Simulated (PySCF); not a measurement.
ClF₃: adding exact exchange

Base calculation in PySCF with density fitting and no spin–orbit coupling, PBE/def2-TZVP (no relativity): singlet, C2v, Cl–F 1.643 Å, Cl–F 1.737 Å (×2); F–Cl–F 88.8° (×2), F–Cl–F 177.6°; wavenumbers 272, 311, 379, 499, 688, 691 cm⁻¹; dipole moment 0.63 D, gap between the highest occupied and lowest empty levels 2.70 eV, polar-tensor charge of Cl 1.57 e, atomisation energy (no zero-point energy) 689 kJ/mol.

Problem. What changes on going to PBE0/def2-TZVP (no relativity)?

Solution. The point group stays the same. Changes: mean bond to Cl -0.044 Å, smallest bond angle -1.3 degrees, highest wavenumber +106 cm⁻¹, lowest wavenumber +64 cm⁻¹, dipole moment -0.01 D, gap between the highest occupied and lowest empty levels +3.44 eV, polar-tensor charge of Cl +0.13 e, atomisation energy (no zero-point energy) -154 kJ/mol. The new structure has Cl–F 1.595 Å, Cl–F 1.694 Å (×2); F–Cl–F 87.5° (×2), F–Cl–F 174.9°, with wavenumbers 336, 337, 443, 553, 726, 797 cm⁻¹. Exact exchange shortens and stiffens the bonds and opens the gap, the usual pattern.

Only the bonding shown was studied: isomers, or loss of a ligand pair, can lie lower.
